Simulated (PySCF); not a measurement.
Here is a computed GFN2-xTB geometry (Å):
```
atom  x, y, z in Å
N1     2.1253    0.2452   -0.0435
C2     1.0014    0.0433   -0.0219
C3    -0.4165   -0.1935    0.0039
Cl4   -1.2817    1.3853    0.0252
H5    -0.6963   -0.7422    0.9048
H6    -0.7291   -0.7361   -0.8900
```

Charge 0, singlet.

Question: Read off the bonds between heavy atoms and their formal orders.

Answer: N1–C2 1.14 Å (triple); C2–C3 1.44 Å (single); C3–Cl4 1.80 Å (single). Bonds to hydrogen (Å): C3–H5 1.09; C3–H6 1.09.

Question: Which species is it?

Answer: `N#CCCl`, C2H2ClN, chloroacetonitrile. Among its features: nitrile and C–Cl bond.

Question: What is the point group of this geometry?

Answer: Cs (every atom within 0.08 Å of its image).

Question: Classify the heavy atoms.

Answer: N1: nitrile nitrogen; C2: nitrile carbon; C3: sp3 C–Cl carbon; Cl4: alkyl chlorine.

Question: What is the arrangement about C2?

Answer: It has 2 neighbours (N1, C3) and is linear (angle 179.3°).

Question: What is the arrangement about C3?

Answer: It has 4 neighbours (C2, Cl4, H5, H6) and is tetrahedral (angles from 107.9° to 110.7°).
